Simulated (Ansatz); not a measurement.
## Changing the shape of HCl, singlet

Computed with Ansatz's Gaussian-basis code (development build). Basis cc-pVDZ, nonrelativistic, 5 orbitals frozen in the corrections; active space CAS(8,5). Restricted Hartree–Fock, then the lowest state-specific CASSCF solution met for each case. Single-reference values can break down or jump between states where bonds are stretched. Solutions in different active orbitals can move differences by tenths of an eV and at times more than 1 eV.

Case A: bond length 1.2852 Å.

Case B: bond length 1.3880 Å.

Case C: bond length 1.1824 Å.

Energy less that of case A, in eV:

```tsv
case	RHF/ROHF	CASSCF
B	+0.180	+0.099
C	+0.191	+0.257
```

**Question.** What does SC-NEVPT2 give for these differences?

**Answer.** B: +0.128 eV (3.0 kcal/mol); C: +0.229 eV (5.3 kcal/mol).

**Question.** Which case is lowest, and do the methods agree?

**Answer.** A is lowest in SC-NEVPT2. Of the methods shown, RHF/ROHF, CASSCF agree.
